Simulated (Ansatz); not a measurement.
A nudged elastic band was laid between two geometries of BFH2 + ClH (6 atoms, charge 0, multiplicity 1).

Level of theory: RKS PBE/def2-mTZVP in Ansatz 0.2.0.

```json
{
  "movable images": "7",
  "climbing image": "yes",
  "spring": "5.0 eV/Å²",
  "optimiser": "quadratic models (default)",
  "start path": "through a guess of the saddle point",
  "force threshold": "0.03 eV/Å",
  "iteration limit": "60",
  "end points": "relaxed"
}
```

Image 0:

```xyz
6
Properties=species:S:1:pos:R:3
B -0.008 0.319 -0.062
F -0.018 0.758 1.206
H 1.058 0.213 -0.604
H -1.070 0.145 -0.597
Cl 0.088 -2.511 0.825
H 0.087 -2.039 2.044
```

Image 8:

```xyz
6
Properties=species:S:1:pos:R:3
B 0.015 -0.436 -0.294
F 0.009 0.120 1.883
H 1.054 0.115 -0.491
H -1.057 0.050 -0.481
Cl 0.072 -2.202 -0.025
H 0.045 -0.763 2.218
```

Task: What changes between the two ends?

Result: Bonds broken: B1–F2, Cl5–H6. Bonds formed: B1–Cl5, F2–H6. BFH2 + ClH becomes BClH2 + FH.

Task: Give the energies along the band, and the barrier.

Result: The run converged. The highest image is number 5 of 0 to 8, 17.3 kcal/mol above the first end and 7.1 kcal/mol above the last; the last end lies 10.2 kcal/mol above the first. A vibrational analysis at the climbing image gives one clearly imaginary mode, 784i cm⁻¹: a first-order saddle point. The orbitals stay closed-shell, which can raise the energy where a bond breaks towards radicals; this wasn't checked here.

```json
{"image": "0", "path coordinate (Å)": "0.00", "energy (kcal/mol)": "0.0", "B1–F2 (Å)": "1.34", "Cl5–H6 (Å)": "1.31", "B1–Cl5 (Å)": "2.97"}
{"image": "1", "path coordinate (Å)": "0.31", "energy (kcal/mol)": "0.2", "B1–F2 (Å)": "1.35", "Cl5–H6 (Å)": "1.31", "B1–Cl5 (Å)": "2.87"}
{"image": "2", "path coordinate (Å)": "0.61", "energy (kcal/mol)": "1.2", "B1–F2 (Å)": "1.35", "Cl5–H6 (Å)": "1.31", "B1–Cl5 (Å)": "2.71"}
{"image": "3", "path coordinate (Å)": "0.92", "energy (kcal/mol)": "4.4", "B1–F2 (Å)": "1.37", "Cl5–H6 (Å)": "1.32", "B1–Cl5 (Å)": "2.49"}
{"image": "4", "path coordinate (Å)": "1.22", "energy (kcal/mol)": "11.5", "B1–F2 (Å)": "1.43", "Cl5–H6 (Å)": "1.37", "B1–Cl5 (Å)": "2.24"}
{"image": "5", "path coordinate (Å)": "1.53", "energy (kcal/mol)": "17.3", "B1–F2 (Å)": "1.55", "Cl5–H6 (Å)": "1.55", "B1–Cl5 (Å)": "2.05"}
{"image": "6", "path coordinate (Å)": "1.87", "energy (kcal/mol)": "13.2", "B1–F2 (Å)": "1.75", "Cl5–H6 (Å)": "1.91", "B1–Cl5 (Å)": "1.90"}
{"image": "7", "path coordinate (Å)": "2.22", "energy (kcal/mol)": "10.8", "B1–F2 (Å)": "1.99", "Cl5–H6 (Å)": "2.29", "B1–Cl5 (Å)": "1.82"}
{"image": "8", "path coordinate (Å)": "2.57", "energy (kcal/mol)": "10.2", "B1–F2 (Å)": "2.25", "Cl5–H6 (Å)": "2.67", "B1–Cl5 (Å)": "1.79"}
```

Task: What is the geometry of the highest image?

Result: 
```xyz
6
Properties=species:S:1:pos:R:3
B 0.010 -0.184 0.027
F 0.012 0.147 1.542
H 1.056 0.105 -0.468
H -1.056 0.047 -0.452
Cl 0.069 -2.165 0.534
H 0.048 -1.063 1.628
```

Task: What are the harmonic wavenumbers there?

Result: 784i, 457, 517, 620, 757, 829, 899, 1119, 1177, 1511, 2576, 2693 cm⁻¹.

Run time: 100 s on 1 thread of Intel(R) Xeon(R) Platinum 8259CL CPU @ 2.50GHz (Skylake/Cascade Lake), on a shared host, peak memory 0.13 GiB.
